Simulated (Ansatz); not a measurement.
Geometry optimisation, RKS PBE0-D4/STO-3G in Ansatz.

input.yaml

```yaml
crystal:
  periodic: [false, false, false]
  atoms:
    - { symbol: Si, position_ang: [0.0, 0.0, 0.0] }
    - { symbol: "N", position_ang: [0.0, 0.0, 1.82] }
    - { symbol: H, position_ang: [-0.877, -0.2713, 2.35] }
    - { symbol: H, position_ang: [0.877, 0.2713, 2.35] }
    - { symbol: Si, position_ang: [2.0935, 0.0, -0.7393] }
    - { symbol: H, position_ang: [2.5508, -1.3762, -0.9079] }
    - { symbol: H, position_ang: [2.1573, 0.6939, -2.0222] }
    - { symbol: H, position_ang: [2.951, 0.6823, 0.2255] }
    - { symbol: H, position_ang: [-0.6877, 1.1914, -0.4862] }
    - { symbol: H, position_ang: [-0.6877, -1.1914, -0.4862] }
basis:
  gaussian: { orbitals: STO-3G }
hamiltonian:
  xc: pbe0
  dispersion: d4
relax:
  f_tol: 0.02
  max_steps: 40
output:
  orbitals: {}
```

Launched with:

```bash
$ ansatz run input.yaml --threads 1 --pin off --max-ram 2048MiB --backend cpu --events-out ev --progress --plain --runs-dir out
```

Where does it end, and by what steps?

The forces met the threshold. The force dipped under the threshold on the way, but the program's further checks kept it going. Limits of this set-up: minimal basis. After 14 steps the energy has fallen by 0.432 eV; N2 moved furthest, 0.39 Å.

| step | energy less start (eV) | largest force component (eV/Å) | accepted |
| --- | --- | --- | --- |
| 0 | 0.0000 | 2.516 | yes |
| 1 | -0.2422 | 1.166 | yes |
| 2 | -0.3194 | 0.498 | yes |
| 3 | -0.3491 | 0.799 | yes |
| 4 | -0.3123 | 2.207 | no |
| 5 | -0.4130 | 0.488 | yes |
| 6 | -0.4086 | 0.873 | no |
| 7 | -0.4269 | 0.085 | yes |
| 8 | -0.4294 | 0.041 | yes |
| 9 | -0.4302 | 0.074 | yes |
| 10 | -0.4305 | 0.044 | yes |
| 11 | -0.4318 | 0.017 | yes |
| 12 | -0.4321 | 0.019 | yes |
| 13 | -0.4322 | 0.033 | yes |
| 14 | -0.4322 | 0.018 | yes |

```xyz
10
Properties=species:S:1:pos:R:3
Si 0.040 0.024 0.082
N 0.089 -0.379 1.822
H -0.885 -0.323 2.206
H 0.588 0.388 2.335
Si 2.123 -0.013 -0.756
H 2.697 -1.336 -0.698
H 2.119 0.410 -2.137
H 2.989 0.883 -0.027
H -0.577 1.314 -0.180
H -0.806 -0.968 -0.542
```

Whether the end is a true minimum wasn't checked by a vibrational analysis.

Run time: 23 s on 1 thread of Arm Neoverse V1, with other jobs on the host, peak memory 0.1 GiB.
